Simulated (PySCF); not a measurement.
## Computed NMR parameters against published values

Cartesian coordinates in Å; atom numbers follow the order of the lines, from 1:
```xyz
14

O    -0.3999    2.5224   -0.0913
C    -0.2121    1.3360   -0.0476
C     1.1414    0.6413   -0.1353
C     0.8678   -0.8056    0.2637
C    -0.5747   -1.0502   -0.2019
C    -1.2851    0.2646    0.1051
H     1.4640    0.7110   -1.1900
H     1.8958    1.1737    0.4615
H     0.9248   -0.9089    1.3607
H     1.5838   -1.5216   -0.1646
H    -0.5871   -1.2387   -1.2888
H    -1.0382   -1.9220    0.2818
H    -2.1642    0.4967   -0.5125
H    -1.6162    0.3013    1.1589
```

Measured values that the calculation should reproduce:  Coupling constants: ¹J(C2,C3) 37.2 Hz, ¹J(C3,C4) 34.4 Hz.

[PySCF: J: B3LYP/pcJ-1 (without the spin–dipole term); GIAO PBE0/pcSseg-1 shieldings; geometry from PBE0-D3(BJ)/def2-SVP; non-relativistic; one computed conformer; equivalent nuclei averaged; in vacuum]

What does the calculation give, and how does it compare?

Answers


Coupling constants in Hz:
| coupling | reference | computed | source |
| --- | --- | --- | --- |
| ¹J(C2,C3) | 37.2 | 38.9 | measured; liquid or solution; F. J. Weigert, PhD thesis, Caltech 1968 (Carbon-13 magnetic resonance spectroscopy) |
| ¹J(C3,C4) | 34.4 | 37.3 | measured; liquid or solution; F. J. Weigert, PhD thesis, Caltech 1968 (Carbon-13 magnetic resonance spectroscopy) |
